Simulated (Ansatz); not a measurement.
`CC(C)CF` + H₂O → `CC(O)CF` + CH₄ at 400 K and 1 bar (formal hydrolysis of a C–C bond).

Isolated molecules relaxed with PBE0-D4/def2-TZVP in Ansatz; ΔE leaves out vibrations. CCSD(T)/CBS is the MP2 limit (def2-TZVPP, def2-QZVPP) plus CCSD(T) − MP2 in def2-TZVPP, frozen cores. This one scheme is used for every species. Each species was taken in one conformer, which may not be the lowest.

| species | CCSD(T)/CBS energy (Eh) | H − E (kJ/mol) | S (J/(mol·K)) |
| --- | --- | --- | --- |
| `CC(C)CF` | -257.42520 | 358.4 | 355.3 |
| H₂O | -76.37941 | 69.8 | 198.6 |
| `CC(O)CF` | -293.33195 | 295.5 | 347.0 |
| CH₄ | -40.46206 | 131.3 | 197.2 |

H − E and S are ideal-gas, rigid-rotor, harmonic terms from PBE0-D4/def2-TZVP, for one conformer and one mirror image of each species. 1 Eh = 2625.50 kJ/mol, R = 8.31446 J/(mol·K).

Task: By hand: ΔE, ΔH, ΔS and ΔG.

Result: ΔE = (-293.33195) + (-40.46206) − (-257.42520) − (-76.37941) = 0.01060 Eh = 27.8 kJ/mol. Δ(H − E) = 295.5 + 131.3 − 358.4 − 69.8 = -1.4, so ΔH = 26.4 kJ/mol. ΔS = 347.0 + 197.2 − 355.3 − 198.6 = -9.7 J/(mol·K). ΔG = 26.4 − 400 × (-9.7)/1000 = 30.3 kJ/mol.

Task: By hand: the equilibrium constant, and the temperature at which ΔG would vanish if ΔH and ΔS stayed fixed.

Result: log₁₀ K = −ΔG/(RT ln 10) = -4.0. ΔH and −TΔS have one sign here, so there is no such temperature.

The number of gas molecules stays the same, so ΔS is small and ΔH decides. A doubt of 5 kJ/mol in ΔE shifts log₁₀ K by 0.7 here. Other conformers and mirror images would add mixing entropy, several J/(mol·K) or more a flexible species. These are equilibria of isolated gas molecules and say nothing of rates. Largest T1 diagnostic: 0.010 (customary marks: 0.02 for closed shells, 0.045 for open ones).

ΔS is within the doubt of such terms, so its sign, and with it that verdict, could turn.
